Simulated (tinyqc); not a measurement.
MP2 on RHF in the sto-3g basis, frozen core, for H2F+, spin multiplicity 1, step by step. One step of it, computed by the program tinyqc.

Problem. Iteration 1: building the Fock matrix. J_ij = sum D_kl (ij|kl), K_ij = sum D_kl (ik|jl); F = H + J - 0.5 K; E = tr D H + tr D J / 2 - 0.25 tr D K + E_nn.

D at the start, lower triangle:
```
            1F 1s      1F 2s    1F 2px     1F 2py    1F 2pz     2H 1s     3H 1s
1F 1s    1.954984
1F 2s   -0.453569   1.918000
1F 2px   0.000000   0.000000  1.484555
1F 2py   0.000000   0.000000  0.000000   1.327805
1F 2pz   0.013253  -0.073742  0.000000   0.000000  1.426838
2H 1s   -0.012088   0.034734  0.000000   0.148229  0.072566  0.917898
3H 1s   -0.012088   0.034734  0.000000  -0.148229  0.072566  0.049199  0.917898
```

core Hamiltonian H = T + V (hartree), lower triangle:
```
             1F 1s       1F 2s     1F 2px     1F 2py     1F 2pz      2H 1s      3H 1s
1F 1s   -41.044492
1F 2s    -9.632294  -11.519601
1F 2px    0.000000    0.000000  -9.159243
1F 2py    0.000000    0.000000   0.000000  -9.277881
1F 2pz   -0.013060   -0.160063   0.000000   0.000000  -9.212277
2H 1s    -1.510535   -3.443074   0.000000  -1.922835  -1.328595  -5.239059
3H 1s    -1.510535   -3.443074   0.000000   1.922835  -1.328595  -1.256144  -5.239059
```

Two-electron integrals (ij|kl) in chemists' order, unique and non-zero (hartree):
```
(11|11) 5.403501    (21|11) 0.841920    (21|21) 0.156299    (22|11) 1.268028
(22|21) 0.292344    (22|22) 0.926167    (31|31) 0.027998    (32|31) 0.043169
(32|32) 0.204588    (33|11) 1.264502    (33|21) 0.292403    (33|22) 0.925959
(33|33) 0.997514    (41|41) 0.027998    (42|41) 0.043169    (42|42) 0.204588
(43|43) 0.053770    (44|11) 1.264502    (44|21) 0.292403    (44|22) 0.925959
(44|33) 0.889973    (44|44) 0.997514    (51|51) 0.027998    (52|51) 0.043169
(52|52) 0.204588    (53|53) 0.053770    (54|54) 0.053770    (55|11) 1.264502
(55|21) 0.292403    (55|22) 0.925959    (55|33) 0.889973    (55|44) 0.889973
(55|55) 0.997514    (61|11) 0.132840    (61|21) 0.024456    (61|22) 0.045460
(61|33) 0.045390    (61|41) 0.000835    (61|42) 0.001567    (61|44) 0.045540
(61|51) 0.000558    (61|52) 0.001047    (61|54) 0.000100    (61|55) 0.045457
(61|61) 0.003866    (62|11) 0.338532    (62|21) 0.079106    (62|22) 0.279848
(62|33) 0.275740    (62|41) 0.004487    (62|42) 0.035092    (62|44) 0.284067
(62|51) 0.003000    (62|52) 0.023462    (62|54) 0.005567    (62|55) 0.279463
(62|61) 0.012561    (62|62) 0.104336    (63|31) 0.008256    (63|32) 0.049013
(63|43) 0.007377    (63|53) 0.004933    (63|63) 0.015420    (64|11) 0.192267
(64|21) 0.045502    (64|22) 0.172302    (64|33) 0.164947    (64|41) 0.010511
(64|42) 0.069485    (64|44) 0.184617    (64|51) 0.001508    (64|52) 0.013687
(64|54) 0.008218    (64|55) 0.167144    (64|61) 0.007527    (64|62) 0.078784
(64|64) 0.074460    (65|11) 0.128549    (65|21) 0.030422    (65|22) 0.115201
(65|33) 0.110283    (65|41) 0.001508    (65|42) 0.013687    (65|44) 0.113569
(65|51) 0.009264    (65|52) 0.058164    (65|54) 0.009574    (65|55) 0.121617
(65|61) 0.005032    (65|62) 0.052675    (65|64) 0.039474    (65|65) 0.041812
(66|11) 0.495865    (66|21) 0.117771    (66|22) 0.480694    (66|33) 0.464338
(66|41) 0.008333    (66|42) 0.091966    (66|44) 0.497872    (66|51) 0.005571
(66|52) 0.061488    (66|54) 0.022421    (66|55) 0.479329    (66|61) 0.018817
(66|62) 0.230484    (66|64) 0.202270    (66|65) 0.135237    (66|66) 0.774606
(71|11) 0.132840    (71|21) 0.024456    (71|22) 0.045460    (71|33) 0.045390
(71|41) -0.000835   (71|42) -0.001567   (71|44) 0.045540    (71|51) 0.000558
(71|52) 0.001047    (71|54) -0.000100   (71|55) 0.045457    (71|61) 0.003813
(71|62) 0.012206    (71|64) 0.006723    (71|65) 0.004895    (71|66) 0.018135
(71|71) 0.003866    (72|11) 0.338532    (72|21) 0.079106    (72|22) 0.279848
(72|33) 0.275740    (72|41) -0.004487   (72|42) -0.035092   (72|44) 0.284067
(72|51) 0.003000    (72|52) 0.023462    (72|54) -0.005567   (72|55) 0.279463
(72|61) 0.012206    (72|62) 0.084919    (72|64) 0.044150    (72|65) 0.041572
(72|66) 0.152787    (72|71) 0.012561    (72|72) 0.104336    (73|31) 0.008256
(73|32) 0.049013    (73|43) -0.007377   (73|53) 0.004933    (73|63) 0.012126
(73|73) 0.015420    (74|11) -0.192267   (74|21) -0.045502   (74|22) -0.172302
(74|33) -0.164947   (74|41) 0.010511    (74|42) 0.069485    (74|44) -0.184617
(74|51) -0.001508   (74|52) -0.013687   (74|54) 0.008218    (74|55) -0.167144
(74|61) -0.006723   (74|62) -0.044150   (74|64) -0.011202   (74|65) -0.021181
(74|66) -0.071804   (74|71) -0.007527   (74|72) -0.078784   (74|74) 0.074460
(75|11) 0.128549    (75|21) 0.030422    (75|22) 0.115201    (75|33) 0.110283
(75|41) -0.001508   (75|42) -0.013687   (75|44) 0.113569    (75|51) 0.009264
(75|52) 0.058164    (75|54) -0.009574   (75|55) 0.121617    (75|61) 0.004895
(75|62) 0.041572    (75|64) 0.021181    (75|65) 0.032233    (75|66) 0.082551
(75|71) 0.005032    (75|72) 0.052675    (75|74) -0.039474   (75|75) 0.041812
(76|11) 0.114283    (76|21) 0.026976    (76|22) 0.104483    (76|33) 0.102522
(76|44) 0.104547    (76|51) 0.001610    (76|52) 0.015373    (76|55) 0.106270
(76|61) 0.004239    (76|62) 0.039018    (76|64) 0.025763    (76|65) 0.022497
(76|66) 0.092612    (76|71) 0.004239    (76|72) 0.039018    (76|74) -0.025763
(76|75) 0.022497    (76|76) 0.018309    (77|11) 0.495865    (77|21) 0.117771
(77|22) 0.480694    (77|33) 0.464338    (77|41) -0.008333   (77|42) -0.091966
(77|44) 0.497872    (77|51) 0.005571    (77|52) 0.061488    (77|54) -0.022421
(77|55) 0.479329    (77|61) 0.018135    (77|62) 0.152787    (77|64) 0.071804
(77|65) 0.082551    (77|66) 0.303800    (77|71) 0.018817    (77|72) 0.230484
(77|74) -0.202270   (77|75) 0.135237    (77|76) 0.092612    (77|77) 0.774606
```

nuclear repulsion = 9.48199363 hartree

Give: Coulomb J; exchange K; Fock matrix F; total energy of this density.

Solution.

Coulomb J (hartree), lower triangle:
```
          1F 1s   1F 2s  1F 2px   1F 2py  1F 2pz   2H 1s   3H 1s
1F 1s   18.7061
1F 2s    3.5689  8.9805
1F 2px   0.0000  0.0000  8.9437
1F 2py   0.0000  0.0000  0.0000   9.0024
1F 2pz   0.0087  0.1136  0.0000   0.0000  8.9705
2H 1s    0.5588  2.7270  0.0000   1.6881  1.1615  4.9475
3H 1s    0.5588  2.7270  0.0000  -1.6881  1.1615  1.0386  4.9475
```

exchange K (hartree), lower triangle:
```
          1F 1s   1F 2s  1F 2px   1F 2py  1F 2pz   2H 1s   3H 1s
1F 1s   10.2236
1F 2s    1.7701  2.9466
1F 2px   0.0000  0.0000  2.0787
1F 2py   0.0000  0.0000  0.0000   2.1456
1F 2pz   0.0096  0.0854  0.0000   0.0000  2.1110
2H 1s    0.3087  1.0791  0.0000   0.5725  0.4214  1.2004
3H 1s    0.3087  1.0791  0.0000  -0.5725  0.4214  0.4026  1.2004
```

Fock matrix F (hartree), lower triangle:
```
           1F 1s    1F 2s   1F 2px   1F 2py   1F 2pz    2H 1s    3H 1s
1F 1s   -27.4502
1F 2s    -6.9485  -4.0124
1F 2px    0.0000   0.0000  -1.2549
1F 2py    0.0000   0.0000   0.0000  -1.3483
1F 2pz   -0.0091  -0.0892   0.0000   0.0000  -1.2973
2H 1s    -1.1061  -1.2556   0.0000  -0.5210  -0.3778  -0.8917
3H 1s    -1.1061  -1.2556   0.0000   0.5210  -0.3778  -0.4188  -0.8917
```

total energy of this density = -94.055450 hartree

This density is the starting one; it is not idempotent, so its energy is not variational and may lie below the converged one.
